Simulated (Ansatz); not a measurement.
Geometry optimisation, Ansatz 0.2.0, UKS PBE0/def2-SVP.

input.yaml

```yaml
crystal:
  periodic: [false, false, false]
  atoms:
    - { symbol: C, position_ang: [-0.24136, 0.86706, -0.78056] }
    - { symbol: "N", position_ang: [0.39472, -0.37445, -0.59924] }
    - { symbol: C, position_ang: [0.30392, -0.91875, 0.69466] }
    - { symbol: H, position_ang: [-1.32548, 0.80025, -0.59477] }
    - { symbol: H, position_ang: [-0.07717, 1.20154, -1.80414] }
    - { symbol: H, position_ang: [0.13225, 1.63276, -0.08177] }
    - { symbol: H, position_ang: [-0.74075, -1.13777, 0.96845] }
    - { symbol: H, position_ang: [0.96326, -1.15216, -0.99107] }
    - { symbol: H, position_ang: [0.67528, -0.22688, 1.46772] }
magnetization:
  spin_polarized: true
  initial_magnetization: 1
basis:
  gaussian: { orbitals: def2-SVP }
hamiltonian:
  xc: pbe0
relax:
  f_tol: 0.02
  max_steps: 50
output:
  orbitals: {}
```

Launched with:

```bash
$ ansatz run input.yaml --threads 2 --pin off --max-ram 3072MiB --backend cpu --events-out ev --progress --plain --runs-dir out
```

Problem. Where does it end, and by what steps?

Solution. It converged. After 13 steps the energy has fallen by 1.703 eV; H7 moved furthest, 1.27 Å.

```
step  energy less start (eV)  largest force component (eV/Å)  accepted
   0                  0.0000                           3.464       yes
   1                 -0.6847                           2.304       yes
   2                 -1.0052                           1.345       yes
   3                 -1.2618                           0.874       yes
   4                 -1.4283                           0.765       yes
   5                 -1.5372                           1.020       yes
   6                 -1.6278                           0.269       yes
   7                 -1.6499                           0.466       yes
   8                 -1.6329                           0.673        no
   9                 -1.6636                           0.284       yes
  10                 -1.6868                           0.363       yes
  11                 -1.7004                           0.122       yes
  12                 -1.7028                           0.043       yes
  13                 -1.7030                           0.018       yes
```

```xyz
9
Properties=species:S:1:pos:R:3
C -0.135 0.940 -0.838
N 0.267 -0.383 -0.447
C 0.044 -0.812 0.846
H -1.233 1.097 -0.828
H 0.236 1.166 -1.849
H 0.309 1.678 -0.151
H 0.310 -1.846 1.073
H 0.125 -1.090 -1.160
H 0.163 -0.060 1.632
```

Run time: 26 s on 2 threads of Arm Neoverse V1, with other jobs on the host, peak memory 0.16 GiB.
